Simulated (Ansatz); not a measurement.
# CH5OSi: composite energy at a relaxed geometry, by script

The task is a composite energy at a relaxed geometry, for CH5OSi. SMILES: [CH2][SiH2]O.

Computed with the Python package of Ansatz 0.2.0. The levels of theory stand in the script.

**1. Starting point**

Bond lengths: C1–Si2 1.740 Å, Si2–O3 1.649 Å, C1–H4 1.081 Å, C1–H5 1.120 Å, Si2–H6 1.495 Å, Si2–H7 1.488 Å, O3–H8 0.922 Å. Angles: C1–Si2–O3 109.9°, C1–Si2–H6 110.6°, C1–Si2–H7 109.1°, O3–Si2–H6 110.1°, O3–Si2–H7 108.3°, H6–Si2–H7 108.8°, Si2–C1–H4 120.5°, Si2–C1–H5 121.0°, H4–C1–H5 117.9°, Si2–O3–H8 116.2°.

The script reads ch5osi.xyz:

```xyz
8

C    -0.83260    0.49090   -0.74440
Si    0.60840    0.03050    0.11530
O     0.20480   -0.73880    1.51680
H    -0.93090    0.28590   -1.80100
H    -1.61730    1.12590   -0.25830
H     1.45010    1.22930    0.41250
H     1.39660   -0.91180   -0.72410
H    -0.18700   -1.56890    1.42730
```

**2. The code**

File composite_ch5osi.py:

```python
# -*- coding: utf-8 -*-
'''A composite energy for CH5OSi: DFT geometry, MP2 basis limit, coupled-cluster correction.'''

import itertools

import ansatz
from ase.data import atomic_numbers, covalent_radii
import numpy as np

system = ansatz.Crystal.molecule_from_extxyz('ch5osi.xyz')

job = system.calculation().basis(gaussian='def2-SVP').functional('pbe0').spin('collinear', total=1)
symbols = [site.symbol for site in system.cartesian_sites]
start = np.array([site.position_ang for site in system.cartesian_sites], dtype=float)
rep = job.relax(force_tolerance=0.01, max_steps=100).run(threads=1, backend='cpu').report
end = np.array(rep['positions_ang'])
# pairs closer than 1.2 times the sum of covalent radii, before or after
radius = [covalent_radii[atomic_numbers[s]] for s in symbols]
span = lambda where, i, j: np.linalg.norm(where[i] - where[j])
bonded = [(i, j) for i, j in itertools.combinations(range(len(symbols)), 2) if min(span(start, i, j), span(end, i, j)) < 1.2 * (radius[i] + radius[j])]
print('pair        before    after (A)')
for i, j in bonded:
    print(f'{symbols[i]}{i}-{symbols[j]}{j}'.ljust(10), f'{span(start, i, j):8.4f} {span(end, i, j):8.4f}')

minimum = ansatz.Crystal.molecule()
for symbol, place in zip(symbols, end):
    minimum = minimum.atom(symbol, place.tolist())
at_minimum = minimum.calculation().spin('collinear', total=1)
# MP2 extrapolated to the basis limit, plus the small-basis difference CCSD(T) - MP2
level = lambda method, basis: at_minimum.basis(gaussian=basis).correlation(method).run(threads=1, backend='cpu').report
small, large, cluster = level('mp2', 'cc-pVDZ'), level('mp2', 'cc-pVTZ'), level('ccsd_t', 'cc-pVDZ')
corr = lambda each: (each['free_energy_ev'] - each['reference_energy_ev']) / 27.211386246
mp2_limit = (27 * corr(large) - 8 * corr(small)) / 19
pieces = {'HF / cc-pVTZ': large['reference_energy_ev'] / 27.211386246, 'MP2 correlation, DZ-TZ limit': mp2_limit, 'CCSD(T) - MP2 / cc-pVDZ': corr(cluster) - corr(small)}
for name, value in pieces.items():
    print(f'{name:32s} {value:14.6f} Ha')
print(f'{"sum":32s} {sum(pieces.values()):14.6f} Ha')
print('T1 diagnostic', round(cluster['correlation']['coupled_cluster']['t1_diagnostic'], 4))
```

**3. The calls as engine input**

The engine receives this input (first run):

```yaml
crystal:
  periodic: [false, false, false]
  atoms:
    - { symbol: C, position_ang: [-0.8326, 0.4909, -0.7444] }
    - { symbol: Si, position_ang: [0.6084, 0.0305, 0.1153] }
    - { symbol: O, position_ang: [0.2048, -0.7388, 1.5168] }
    - { symbol: H, position_ang: [-0.9309, 0.2859, -1.801] }
    - { symbol: H, position_ang: [-1.6173, 1.1259, -0.2583] }
    - { symbol: H, position_ang: [1.4501, 1.2293, 0.4125] }
    - { symbol: H, position_ang: [1.3966, -0.9118, -0.7241] }
    - { symbol: H, position_ang: [-0.187, -1.5689, 1.4273] }
basis:
  gaussian:
    orbitals: def2-SVP
hamiltonian:
  xc: pbe0
magnetization:
  spin_polarized: true
  initial_magnetization: 1.0
relax:
  f_tol: 0.01
  max_steps: 100
```

**4. Running it**

Command:

```console
python composite_ch5osi.py
```

Output:

```text
pair        before    after (A)
C0-Si1       1.7400   1.8510
C0-H3        1.0808   1.0961
C0-H4        1.1204   1.0967
Si1-O2       1.6489   1.6699
Si1-H5       1.4946   1.4916
Si1-H6       1.4879   1.4982
O2-H7        0.9223   0.9615
HF / cc-pVTZ                        -404.640354 Ha
MP2 correlation, DZ-TZ limit          -0.557034 Ha
CCSD(T) - MP2 / cc-pVDZ               -0.050569 Ha
sum                                 -405.247956 Ha
T1 diagnostic 0.0116
```

Wall time 41 s (1 thread of Arm Neoverse V1, shared host); peak memory 0.42 GiB.

Lines on the test bed's own set-up are left out of the output.

A comment line of the script is reworded here; the code is as run.

**5. The relaxation of run 0, step by step**

The steps of the relaxation:

| step | energy from step 1 (eV) | largest force component (eV/Å) |
| --- | --- | --- |
| 1 | 0.0000 | 2.4293 |
| 2 | -0.2294 | 1.1114 |
| 3 | -0.2676 | 0.2422 |
| 4 | -0.2686 | 0.3570 |
| 5 | -0.2738 | 0.1443 |
| 6 | -0.2745 | 0.0584 |
| 7 | -0.2747 | 0.0124 |
| 8 | -0.2748 | 0.0047 |

Step 1 is the start.

Before: Bond lengths: C1–Si2 1.740 Å, Si2–O3 1.649 Å, C1–H4 1.081 Å, C1–H5 1.120 Å, Si2–H6 1.495 Å, Si2–H7 1.488 Å, O3–H8 0.922 Å. Angles: C1–Si2–O3 109.9°, C1–Si2–H6 110.6°, C1–Si2–H7 109.1°, O3–Si2–H6 110.1°, O3–Si2–H7 108.3°, H6–Si2–H7 108.8°, Si2–C1–H4 120.5°, Si2–C1–H5 121.0°, H4–C1–H5 117.9°, Si2–O3–H8 116.2°.

After: Bond lengths: C1–Si2 1.851 Å, Si2–O3 1.670 Å, C1–H4 1.096 Å, C1–H5 1.097 Å, Si2–H6 1.492 Å, Si2–H7 1.498 Å, O3–H8 0.962 Å. Angles: C1–Si2–O3 112.1°, C1–Si2–H6 111.3°, C1–Si2–H7 108.0°, O3–Si2–H6 104.4°, O3–Si2–H7 111.9°, H6–Si2–H7 109.2°, Si2–C1–H4 123.1°, Si2–C1–H5 122.3°, H4–C1–H5 114.5°, Si2–O3–H8 116.2°.

Run 0 is this relaxation; the runs after it count from 1.

**6. What each run gave**

From the records of these 3 runs:

| run | basis | method | energy (eV) | <S²> | iterations in all | CPU time (s) |
| --- | --- | --- | --- | --- | --- | --- |
| 1 | cc-pVDZ | mp2 | -11020.0577 | 0.76 | 15 | 0.76 |
| 2 | cc-pVTZ | mp2 | -11024.7529 | 0.76 | 12 | 3.7 |
| 3 | cc-pVDZ | ccsd_t | -11021.4338 | 0.76 | 24 | 7.6 |

**7. Results**

| quantity | value |
| --- | --- |
| T1 diagnostic | 0.0116 |
| composite energy | -405.247956 Ha |
| runs compared | 3 |

**Reading.** The dearest, run 3, took some 10 times as long as run 1. A T1 diagnostic under about 0.02 supports a single-reference treatment, as here. Run 0: After 7 moves the largest shift is 0.166 Å, of atom 4 (H). What to keep in mind:
- The sum leaves out core correlation, relativity, the Hartree-Fock basis error and zero-point energy; a DZ-TZ extrapolation is rough.
- The species is open-shell (spin multiplicity 2).
- Inner cores stay frozen, so this is valence correlation.
- For Al to Cl the sets with a tight d function, cc-pV(X+d)Z, are usual.
- An extrapolation from small basis sets is rough.
